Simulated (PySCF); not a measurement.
**ethanol: 4 charge schemes on one density**

Ethanol, C2H6O.
Z-matrix (Å and degrees, GFN2-xTB geometry), rows numbered from 1:
```
C 
C   1  1.5251
O   2  1.4082  1  112.82
H   1  1.0864  2  110.02  3  -177.75
H   1  1.0893  2  110.49  3    62.33
H   1  1.0874  2  110.17  3   -57.66
H   2  1.1004  1  109.70  3  -123.35
H   2  1.0921  1  110.32  3   117.40
H   3  0.9639  2  108.66  1   -56.48
```

Density: PBE0/pcSseg-1 (PySCF); schemes: Mulliken, IAO, Hirshfeld and ESP-fitted. One conformer (not necessarily the lowest) at the GFN2-xTB geometry, without solvent, vibrations or thermal averaging.

Q: At which atom do the 4 schemes differ most?

A: At C2: from -0.039 (IAO) to +0.406 e (ESP-fitted), 0.445 e apart.

Q: For which atoms does the sign change between the 4 schemes (beyond +0.03 e in one, beyond −0.03 e in another)?

A: C2 and H7. Atomic charges aren't observables, and each scheme defines them in its own way.

Q: What partial charge does each atom carry?

A: In e:

```csv
atom,environment,Mulliken,IAO,Hirshfeld,ESP-fitted
C1,methyl carbon,-0.323,-0.441,-0.126,-0.360
C2,carbinol carbon (C–OH),+0.016,-0.039,+0.004,+0.406
O3,alcohol oxygen,-0.458,-0.550,-0.238,-0.681
H4,methyl hydrogen,+0.109,+0.145,+0.045,+0.075
H5,methyl hydrogen,+0.102,+0.133,+0.037,+0.084
H6,methyl hydrogen,+0.120,+0.147,+0.041,+0.096
H7,methylene hydrogen,+0.095,+0.114,+0.030,-0.051
H8,methylene hydrogen,+0.117,+0.147,+0.045,+0.023
H9,hydroxyl hydrogen,+0.222,+0.342,+0.161,+0.406
```

Mean size of the charges over all atoms: ESP-fitted 0.243 e, IAO 0.229 e, Mulliken 0.174 e, Hirshfeld 0.081 e. Each set sums to the total charge, 0, to within 0.001 e. The Hirshfeld scheme divides the density at each point in proportion to the densities of the neutral, spherically averaged free atoms.

Q: Sum the charges by element, for elements with more than one atom.

A: 
```
element  atoms  Mulliken     IAO  Hirshfeld  ESP-fitted
      C      2    -0.307  -0.479     -0.123      +0.046
      H      6    +0.765  +1.029     +0.361      +0.635
```

Q: How closely do the schemes follow one another over all atoms?

A: Correlation coefficient and root-mean-square difference: Mulliken with IAO 0.99, 0.070 e; IAO with Hirshfeld 0.98, 0.176 e; Mulliken with Hirshfeld 0.98, 0.113 e; Hirshfeld with ESP-fitted 0.89, 0.232 e; Mulliken with ESP-fitted 0.87, 0.173 e; IAO with ESP-fitted 0.84, 0.176 e.
